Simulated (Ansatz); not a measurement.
# C2H7Si: the cost of one run

Method: UKS PBE/6-31G, in Ansatz 0.2.0.

## 1. The system as given

Bond lengths: C2–C3 1.307 Å, C2–H5 1.075 Å, C3–H6 1.080 Å, C3–H7 1.085 Å, Si4–H8 1.454 Å, Si4–H9 1.455 Å, Si4–H10 1.453 Å. Angles: C2–C3–H6 122.1°, C2–C3–H7 122.6°, H6–C3–H7 115.3°, C3–C2–H5 126.7°, H8–Si4–H9 113.4°, H8–Si4–H10 113.3°, H9–Si4–H10 113.6°.

As a file:

```xyz
10

H     0.0098    0.0879    0.3794
C     0.3980    1.2041   -0.3542
C     0.3500    1.1669   -1.6597
Si   -0.4634   -1.4633    1.3192
H     0.7192    2.0305    0.2529
H     0.0107    0.2937   -2.1974
H     0.6397    2.0091   -2.2793
H    -0.2310   -1.1313    2.7151
H    -1.8642   -1.7059    1.0084
H     0.4313   -2.4917    0.8155
```

## 2. Run 1

150 steps of 0.5 fs at constant energy, with velocities drawn for 1000 K.

Input file input.yaml:

```yaml
crystal:
  periodic: [false, false, false]
  atoms:
    - { symbol: H, position_ang: [0.0098, 0.0879, 0.3794] }
    - { symbol: C, position_ang: [0.398, 1.2041, -0.3542] }
    - { symbol: C, position_ang: [0.35, 1.1669, -1.6597] }
    - { symbol: Si, position_ang: [-0.4634, -1.4633, 1.3192] }
    - { symbol: H, position_ang: [0.7192, 2.0305, 0.2529] }
    - { symbol: H, position_ang: [0.0107, 0.2937, -2.1974] }
    - { symbol: H, position_ang: [0.6397, 2.0091, -2.2793] }
    - { symbol: H, position_ang: [-0.231, -1.1313, 2.7151] }
    - { symbol: H, position_ang: [-1.8642, -1.7059, 1.0084] }
    - { symbol: H, position_ang: [0.4313, -2.4917, 0.8155] }
magnetization:
  spin_polarized: true
  initial_magnetization: 1
basis:
  gaussian: { orbitals: "6-31G" }
hamiltonian:
  xc: pbe
md:
  timestep: 0.5
  n_steps: 150
  ensemble: nve
  temperature: 1000.0
  initial_velocities: maxwell_boltzmann
  seed: 715975
```

Command:

```sh
$ ansatz run input.yaml --threads 1 --pin off --max-ram 2048MiB --backend cpu --events-out ev --progress --plain --runs-dir out
```

**Question.** How long does this run take on 1 thread of Intel Xeon at 2.80GHz (Skylake/Cascade Lake), shared host, and how much memory does it need?

About 5.2 min, with a peak of 0.13 GiB.
